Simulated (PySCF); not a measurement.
A made-up structure of SiHOF, singlet:

```
4
angstrom
O 0.5879 -0.8581 1.1735
Si 0.0291 -0.0283 0.0493
F -1.2943 -0.3089 -0.7575
H -2.1220 -0.4992 -0.4308
```

It is relaxed with PBE-D4/def2-SVP and then PBE0-D4/def2-TZVP (PySCF 2.14 with density fitting (its default auxiliary sets; JK sets also for MP2 and CCSD(T))). Atoms count as bonded within 1.22 times the sum of their covalent radii (H–H: 0.88 Å). The end point is not checked to be a true minimum.

Q: Does its bonding change? (A judgement: the text doesn't fix the answer.)

A: Computed: Yes. Formed: none; broken: Si2–F3.

Where it ends: The first stage lowers the energy by 3.21 eV in 30 steps. It ends as a complex of SiO + HF:
```xyz
4
angstrom
O -0.3112 -0.2167 0.1089
Si 1.0179 0.3710 0.5163
F -2.6120 -1.1760 -0.6233
H -1.7778 -0.8322 -0.3557
```

For scale, one of the runs: PBE0-D4/def2-TZVP relaxation, 105 basis functions, launched by `OMP_NUM_THREADS=2 python run.py`. Time: 2.8 min of wall clock on 2 CPU threads of an Arm Neoverse V2; the host was shared. Peak host memory: 1 GiB.
